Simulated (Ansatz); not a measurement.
Reaction (SMILES): [O]Cl (O-Cl) → ClO+ (triplet, bonded as [O]Cl) + e-
B3LYP-D3(BJ)/def2-TZVP geometries, fixed; electronic energies without zero-point terms.

Energies in hartree at PBE0 with Ansatz (a program for electronic structure); the adiabatic ionisation energy is their sum with the coefficients shown, times 27.2114 eV a hartree. All functions are spherical. The program fits the integrals of some runs and decomposes those of others, by size. Open shells are unrestricted. No added dispersion term, no relativity.

```json
[
 {"species": "[O]Cl (O-Cl)", "coefficient": "-1", "part": "PBE0", "aug-cc-pV(D+d)Z": "-535.09482", "aug-cc-pV(T+d)Z": "-535.12892", "aug-cc-pV(Q+d)Z": "-535.13783"},
 {"species": "ClO+ (triplet, bonded as [O]Cl)", "coefficient": "+1", "part": "PBE0", "aug-cc-pV(D+d)Z": "-534.69559", "aug-cc-pV(T+d)Z": "-534.73285", "aug-cc-pV(Q+d)Z": "-534.74220"}
]
```

Task: Predict the adiabatic ionisation energy in aug-cc-pV(5+d)Z (X = 5): let each PBE0 step shrink by the ratio of the last two. Compare with the run.

Result: 
- [O]Cl (O-Cl): steps -0.03410 and -0.00891, ratio 0.261, so PBE0 -535.14016 (run: -535.14134).
- ClO+ (triplet, bonded as [O]Cl): steps -0.03726 and -0.00935, ratio 0.251, so PBE0 -534.74455 (run: -534.74590).
Predicted 10.765 eV; the run in aug-cc-pV(5+d)Z gives 10.760, a miss of 0.005. Keeping the value in aug-cc-pV(Q+d)Z, 10.766, would miss by 0.005. All sums are of the energies as printed.
